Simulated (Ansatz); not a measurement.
System: 1T (CdI2-type) HfS2. Method: LC-ωPBE (Ansatz, a program for electronic structure, plane waves, PAW).

Settings: plane-wave cutoff 460 eV, 9×9×4 k mesh (along the axes of the cell as run), Fermi–Dirac smearing 0.01 eV, scalar-relativistic PAW data made under PBE.

Cell (relaxed at this level):

HfS$_{2}$ has the trigonal space group P-3m1 (No. 164), the CdI2 type structure, Pearson symbol hP3. Lattice parameters: a = 3.6392 Å, b = 3.6392 Å, c = 6.3970 Å, α = 90.00°, β = 90.00°, γ = 120.00°. Hf on 1a sees 6 S at 2.538 Å (octahedral). S on 2d sees 3 Hf at 2.538 Å (trigonal pyramidal). (Neighbours: up to the widest gap in distance over summed covalent radii, below 1.35, at either atom; cation-cation and far metal-metal contacts left out.)

Q: Predict the band gap.

A: 
- band gap: 6.75 eV (on the SCF k mesh)

Measured, for comparison: band gap 1.8 eV (temperature not stated, not corrected to a static lattice, fundamental, indirect, our sources range from 1.80 to 1.96; as tabulated in Rybak et al. (2022), arXiv:2210.12074).

Note: the cell comes from a level without a dispersion term, which matters for the spacing of layers, chains or molecules; the cell has widely spaced layers and the level no dispersion term, so their spacing and the moduli can rest on weak binding.

Spin–orbit coupling is not included.

Computing time: roughly 90 core-minutes.
